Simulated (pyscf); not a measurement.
Four-centre exchange: H₃C–SiH₂–CH₃ (SMILES C[SiH2]C) + H₂ (SMILES [H][H]) -> H₃C–SiH₂–CH₃ (SMILES C[SiH2]C) + H₂ (SMILES [H][H])

Gas phase, singlet surface, charge 0. Bonds broken: Si2–H7, H12–H13. Bonds formed: Si2–H12, H7–H13. Structures and frequencies: ωB97X-D3(BJ)/def2-SVP in PySCF.

Transition state (Å):

```xyz
13

C     -0.9540    -0.4912    -1.0864
Si    -0.1986     0.6627     0.1814
C     -1.1057     1.1458     1.7477
H     -1.4410    -1.3553    -0.6106
H     -0.1728    -0.8671    -1.7673
H     -1.6858     0.0643    -1.6963
H      0.4694    -0.7368     1.0252
H     -0.0954     1.9791    -0.5732
H     -0.4004     1.5844     2.4724
H     -1.5911     0.2791     2.2205
H     -1.8589     1.9158     1.5109
H      1.6025     0.8124     0.1913
H      1.2632    -0.0018     0.6426
```

One imaginary mode, 1668i cm⁻¹; descent along it reached the two sides named.

```json
[
 {"bond": "Si2–H7", "change": "breaks", "reactant side (Å)": "1.497", "saddle": "1.766", "product side": "3.8"},
 {"bond": "H12–H13", "change": "breaks", "reactant side (Å)": "0.760", "saddle": "0.991", "product side": "2.7"},
 {"bond": "Si2–H12", "change": "forms", "reactant side (Å)": "4.2", "saddle": "1.807", "product side": "1.497"},
 {"bond": "H7–H13", "change": "forms", "reactant side (Å)": "2.8", "saddle": "1.148", "product side": "0.760"}
]
```

Electronic energies relative to the separated reactants (kcal/mol):

```csv
level,barrier,reaction energy,reverse barrier
ωB97X-D3(BJ)/def2-TZVP,67.5,0.0,67.5
PBE/def2-TZVP,60.2,0.0,60.2
r²SCAN/def2-TZVP,62.7,0.0,62.7
B3LYP-D3(BJ)/def2-TZVP,66.2,0.0,66.2
PBE0-D3(BJ)/def2-TZVP,62.4,0.0,62.4
M06-2X/def2-TZVP,69.6,0.0,69.6
ωB97M-D3(BJ)/def2-TZVP,66.5,0.0,66.5
HF/def2-TZVP,82.8,0.0,82.8
```

With ωB97M-D3(BJ)/def2-TZVP energies and thermal terms (ideal gas, 1 atm, RRHO with modes under 100 cm⁻¹ raised to 100, one conformer, R ln 2 for chiral ones without a mode under 150 cm⁻¹), in kcal/mol:

| T (K) | ΔH‡ | ΔG‡ | ΔH | ΔG |
|---|---|---|---|---|
| 298 | 66.6 | 74.1 | 0.0 | 0.0 |
| 600 | 65.7 | 82.2 | 0.0 | 0.0 |
| 900 | 65.6 | 90.5 | 0.0 | 0.0 |
| 1200 | 65.8 | 98.7 | 0.0 | 0.0 |

At the saddle there is also a short H–Si contact that neither side keeps. This is the saddle that the search found; another between the same sides may lie lower.
